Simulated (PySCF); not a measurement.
PySCF input (CCSD(T)/cc-pVDZ):

```python
from pyscf import gto, scf, mp, cc as ccmod

mol = gto.M(
    atom='''
    C     0.01324194    0.81758858   -0.01276392
    C     1.51567282    0.64569034   -0.01856739
    Cl   -0.83444090   -0.78203684    0.01684244
    H    -0.33330320    1.35547911    0.86643399
    H    -0.34328722    1.32799722   -0.90426753
    H     1.99427262    1.62844639   -0.03651866
    H     1.85214717    0.11523649    0.87210240
    H     1.84217733    0.08779363   -0.89608378
    ''',
    basis='cc-pvdz',
    charge=0,
    spin=0,
    verbose=4,
)

mf = scf.RHF(mol)
mf.conv_tol = 1e-10
mf.max_cycle = 100
mf.kernel()
mp2 = mp.MP2(mf, frozen=7).run()
cc = ccmod.CCSD(mf, frozen=7)
cc.max_cycle = 100
cc.kernel()
et = cc.ccsd_t()
print(f'E(CCSD(T)) = {cc.e_tot + et:.9f}')
```

Output:

```
PySCF version 2.14.0

[INPUT] verbose = 4
[INPUT] num. atoms = 8
[INPUT] num. electrons = 34
[INPUT] charge = 0
[INPUT] spin (= nelec alpha-beta = 2S) = 0
[INPUT] symmetry False subgroup None
[INPUT] Mole.unit = angstrom
[INPUT] Symbol           X                Y                Z      unit          X                Y                Z       unit  Magmom
[INPUT]  1 C      0.013241940000   0.817588580000  -0.012763920000 AA    0.025023639958   1.545018498772  -0.024120313076 Bohr   0.0
[INPUT]  2 C      1.515672820000   0.645690340000  -0.018567390000 AA    2.864206524247   1.220177903877  -0.035087281948 Bohr   0.0
[INPUT]  3 Cl    -0.834440900000  -0.782036840000   0.016842440000 AA   -1.576864768136  -1.477835446920   0.031827598869 Bohr   0.0
[INPUT]  4 H     -0.333303200000   1.355479110000   0.866433990000 AA   -0.629851764441   2.561484285469   1.637322946114 Bohr   0.0
[INPUT]  5 H     -0.343287220000   1.327997220000  -0.904267530000 AA   -0.648718827863   2.509551039984  -1.708817975037 Bohr   0.0
[INPUT]  6 H      1.994272620000   1.628446390000  -0.036518660000 AA    3.768629069519   3.077317685637  -0.069010265836 Bohr   0.0
[INPUT]  7 H      1.852147170000   0.115236490000   0.872102400000 AA    3.500050893688   0.217765405656   1.648034688576 Bohr   0.0
[INPUT]  8 H      1.842177330000   0.087793630000  -0.896083780000 AA    3.481210626583   0.165905916181  -1.693352928865 Bohr   0.0

nuclear repulsion = 102.485997964488
number of shells = 30
number of NR pGTOs = 128
number of NR cGTOs = 71
basis = cc-pvdz
ecp = {}

******** <class 'pyscf.scf.hf.RHF'> ********
method = RHF
initial guess = minao
damping factor = 0
level_shift factor = 0
DIIS = <class 'pyscf.scf.diis.CDIIS'>
diis_start_cycle = 1
diis_space = 8
diis_damp = 0
SCF conv_tol = 1e-10
SCF conv_tol_grad = None
SCF max_cycles = 100
direct_scf = True
direct_scf_tol = 1e-13
Set gradient conv threshold to 1e-05
Initial guess from minao.
init E= -538.395609055343
  HOMO = -0.353599125228058  LUMO = 0.080590749703207  gap/eV = 11.81491
cycle= 1 E= -538.109028533699  delta_E= 0.287  |g|= 0.38  |ddm|= 2.25
  HOMO = -0.408064673248202  LUMO = 0.141502405732784  gap/eV = 14.95448
cycle= 2 E= -538.148508831541  delta_E= -0.0395  |g|= 0.199  |ddm|= 0.503
  HOMO = -0.424579736612008  LUMO = 0.168259618272022  gap/eV = 16.13198
cycle= 3 E= -538.158428088615  delta_E= -0.00992  |g|= 0.0346  |ddm|= 0.165
  HOMO = -0.428115819241842  LUMO = 0.169914140963417  gap/eV = 16.27322
cycle= 4 E= -538.158994215472  delta_E= -0.000566  |g|= 0.00546  |ddm|= 0.0545
  HOMO = -0.426564933035798  LUMO = 0.170135511192856  gap/eV = 16.23705
cycle= 5 E= -538.159010938422  delta_E= -1.67e-05  |g|= 0.00188  |ddm|= 0.0105
  HOMO = -0.427260673874579  LUMO = 0.170100106664043  gap/eV = 16.25501
cycle= 6 E= -538.159013346341  delta_E= -2.41e-06  |g|= 0.000554  |ddm|= 0.00474
  HOMO = -0.427283983398288  LUMO = 0.17016327647257  gap/eV = 16.25737
cycle= 7 E= -538.159013584333  delta_E= -2.38e-07  |g|= 0.000131  |ddm|= 0.00147
  HOMO = -0.427320909833261  LUMO = 0.170170428078522  gap/eV = 16.25857
cycle= 8 E= -538.159013597602  delta_E= -1.33e-08  |g|= 2.24e-05  |ddm|= 0.000353
  HOMO = -0.427321275330682  LUMO = 0.170170078399146  gap/eV = 16.25857
cycle= 9 E= -538.159013597873  delta_E= -2.71e-10  |g|= 6.37e-06  |ddm|= 4.27e-05
  HOMO = -0.427321702073739  LUMO = 0.170170450836443  gap/eV = 16.25859
cycle= 10 E= -538.159013597894  delta_E= -2.11e-11  |g|= 1.73e-06  |ddm|= 1.18e-05
  HOMO = -0.427321770635951  LUMO = 0.170170341786149  gap/eV = 16.25859
Extra cycle  E= -538.159013597897  delta_E= -2.96e-12  |g|= 7.42e-07  |ddm|= 3.21e-06
converged SCF energy = -538.159013597897

******** <class 'pyscf.mp.mp2.RMP2'> ********
nocc = 10, nmo = 64
frozen orbitals 7
E(RMP2) = -538.586877943441  E_corr = -0.427864345544031
E(SCS-RMP2) = -538.584907848596  E_corr = -0.425894250698959
E_corr(same-spin) = -0.101011112254475
E_corr(oppo-spin) = -0.326853233289556

******** <class 'pyscf.cc.ccsd.CCSD'> ********
CC2 = 0
CCSD nocc = 10, nmo = 64
frozen orbitals 7
max_cycle = 100
direct = 0
conv_tol = 1e-07
conv_tol_normt = 1e-05
diis_space = 6
diis_start_cycle = 0
diis_start_energy_diff = 1e+09
Init t2, MP2 energy = -538.586877951246  E_corr(MP2) -0.427864353349071
Init E_corr(CCSD) = -0.427864353349303
cycle = 1  E_corr(CCSD) = -0.457463655773995  dE = -0.0295993024  norm(t1,t2) = 0.0454345
cycle = 2  E_corr(CCSD) = -0.466923337249105  dE = -0.00945968148  norm(t1,t2) = 0.0140084
cycle = 3  E_corr(CCSD) = -0.469749014873403  dE = -0.00282567762  norm(t1,t2) = 0.00559028
cycle = 4  E_corr(CCSD) = -0.470408139789913  dE = -0.000659124917  norm(t1,t2) = 0.00150013
cycle = 5  E_corr(CCSD) = -0.470344538214008  dE = 6.36015759e-05  norm(t1,t2) = 0.000437399
cycle = 6  E_corr(CCSD) = -0.470337146758831  dE = 7.39145518e-06  norm(t1,t2) = 8.96598e-05
cycle = 7  E_corr(CCSD) = -0.47034025894256  dE = -3.11218373e-06  norm(t1,t2) = 3.19666e-05
cycle = 8  E_corr(CCSD) = -0.470340980650477  dE = -7.21707918e-07  norm(t1,t2) = 9.18528e-06
cycle = 9  E_corr(CCSD) = -0.470340583326272  dE = 3.97324205e-07  norm(t1,t2) = 3.33943e-06
cycle = 10  E_corr(CCSD) = -0.470340564053977  dE = 1.92722956e-08  norm(t1,t2) = 1.28396e-06
CCSD converged
E(CCSD) = -538.6293541619513  E_corr = -0.4703405640539765
CCSD(T) correction = -0.0120523964536789
E(CCSD(T)) = -538.641406558
```
